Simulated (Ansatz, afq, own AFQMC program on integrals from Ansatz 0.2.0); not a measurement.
Atomization energy of H₂O, singlet, worked out

```xyz
3

O    -0.3102    0.2052   -0.1441
H     0.4673    0.5396    0.3147
H    -0.1570   -0.7448   -0.1706
```

Basis def2-TZVP. Only valence electrons are correlated. Integrals, coupled cluster, full CI and functionals: Ansatz 0.2.0; the random walks run on the same integrals in our own AFQMC program. The CISD trial takes its coefficients from CCSD amplitudes. Released means that phaseless walkers are propagated on without the constraint, phases kept. Error bars are statistical, one sigma.

Total energies in eV. CBS is CCSD(T) at the limit of def2-TZVPP/QZVPP (extrapolated itself); the highest rung of each member is named.

| member | count | CCSD(T)/def2-TZVP | highest rung in def2-TZVP | which | CCSD(T)/CBS |
| --- | --- | --- | --- | --- | --- |
| O (triplet) | +1 | -2040.2212 | -2040.2314 | FCI | -2040.9924 |
| H (doublet) | +2 | -13.6005 | -13.6005 | FCI | -13.6059 |
| H₂O, singlet | -1 | -2076.9521 | -2076.9644 | CCSDTQ | -2078.3181 |

Task: Work out the best estimate of the atomization energy: the CCSD(T)/CBS difference plus the step from CCSD(T) to the highest rung.

Result: Sums with the counts: CCSD(T)/CBS 10.1139 eV, highest rung 9.5320 eV, CCSD(T)/def2-TZVP 9.5299 eV. The step is 9.5320 − 9.5299 = 0.0021 eV, so the best estimate is 10.1139 + (0.0021) = 10.1160 eV = 233.3 kcal/mol. The basis set is worth 0.584 eV of it. Zero-point, core-correlation and spin–orbit terms aren't in it.

Best estimates are given only where the step beyond CCSD(T) is under 0.3 eV and no member's determinant is very poor (T1 over 0.05, or 0.07 for open shells, ⟨S²⟩ too high by 0.3, two states mixed), so the hardest cases are missing from such tables.

CCSDT and higher add their correlation energy to the determinant of the CCSD(T) run, since their own runs factorise the integrals more tightly (a shift of under 2 meV). Each member of a difference takes its own highest rung, so a best estimate needn't equal the limit plus the step of one row.
